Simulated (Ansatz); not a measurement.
# Basis-set limit of BH₄O, doublet

```xyz
6

B    -1.4086    0.0307    0.0000
H    -2.0053    1.0643    0.0000
H    -2.0053   -1.0029    0.0000
H     0.0284    0.0307    0.0000
O     1.1164    0.0307    0.0000
H     1.3683   -0.9092    0.0000
```

Connectivity, by distances: BH2 ··· OH, 1 bridging H.

Ansatz 0.2.0, UHF determinant, valence electrons correlated. Energies in eV.

```json
{"set": "def2-TZVPP", "X": "3", "functions": "118", "Hartree–Fock": "-2769.7474", "MP2 correlation": "-9.7444", "CCSD(T) correlation": "-10.7444", "time": "9.5 s on 1 × NVIDIA H100 80GB HBM3 with 1 thread of AMD EPYC 7R13 Processor (Zen 3), with other jobs on the host"}
{"set": "def2-QZVPP", "X": "4", "functions": "234", "Hartree–Fock": "-2769.8978", "MP2 correlation": "-10.4841", "CCSD(T) correlation": "-11.4111", "time": "15 s on 1 × NVIDIA H100 80GB HBM3 with 1 thread of AMD EPYC 7R13 Processor (Zen 3), with other jobs on the host"}
```

Hartree–Fock is taken to follow E(X) = E∞ + A·exp(−7.88·√X), correlation E(X) = E∞ + B·X^−2.97.

**Question.** Work out the CCSD(T) energy at the limit, and how far the shortcut misses it that extrapolates MP2 and adds CCSD(T) minus MP2 from the smaller set.

**Answer.** Hartree–Fock: E∞ = E4 + 0.1377·(E4 − E3) = -2769.9185. Correlation: E∞ = E4 + 0.7407·(E4 − E3) = -11.9049 for CCSD(T) and -11.0320 for MP2. The limit is -2781.8234 eV, 0.515 eV below def2-QZVPP. The shortcut gives a correlation energy of -11.0320 + (-1.0000) = -12.0320, 127 meV lower than the direct value.
